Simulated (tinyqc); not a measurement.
Inside a calculation. Method: CIS on RHF in the sto-6g basis, frozen core, for OH-, spin multiplicity 1. The basis has no diffuse functions, so it cannot describe the extra electron: this is an exercise in the method, not the real anion. One step of it, computed by the program tinyqc.

Problem. CIS matrix, triplets. A(ia,jb) = (e_a - e_i) d_ij d_ab - (ij|ab).

orbital energies (hartree): MO1 -19.655490, MO2 -0.596408, MO3 0.066468, MO4 0.237462, MO5 0.237462, MO6 1.197047

Two-electron integrals over orbitals (pq|rs), unique and non-zero (hartree); the lowest 1 orbital is frozen and left out:
```
(22|22) 0.726547    (32|22) -0.029507   (32|32) 0.148587    (33|22) 0.637973
(33|32) -0.023675   (33|33) 0.659453    (42|42) 0.148139    (43|42) -0.052232
(43|43) 0.045079    (44|22) 0.751805    (44|32) -0.101982   (44|33) 0.633888
(44|44) 0.880663    (52|52) 0.148139    (53|52) -0.052232   (53|53) 0.045079
(54|54) 0.047461    (55|22) 0.751805    (55|32) -0.101982   (55|33) 0.633888
(55|44) 0.785741    (55|55) 0.880663    (62|22) -0.110170   (62|32) -0.022398
(62|33) -0.010025   (62|44) -0.117140   (62|55) -0.117140   (62|62) 0.109078
(63|22) -0.102813   (63|32) 0.120073    (63|33) -0.054230   (63|44) -0.152674
(63|55) -0.152674   (63|62) 0.040968    (63|63) 0.162877    (64|42) -0.041420
(64|43) -0.008141   (64|64) 0.038461    (65|52) -0.041420   (65|53) -0.008141
(65|65) 0.038461    (66|22) 0.683489    (66|32) 0.031309    (66|33) 0.646138
(66|44) 0.666148    (66|55) 0.666148    (66|62) -0.088485   (66|63) -0.039603
(66|66) 0.724342
```

Give: CIS matrix A, triplet.

Solution.

CIS matrix A, triplet (hartree), lower triangle:
```
        2>6    3>6    4>6    5>6
2>6   1.110
3>6  -0.031  0.484
4>6   0.000  0.000  0.293
5>6   0.000  0.000  0.000  0.293
```
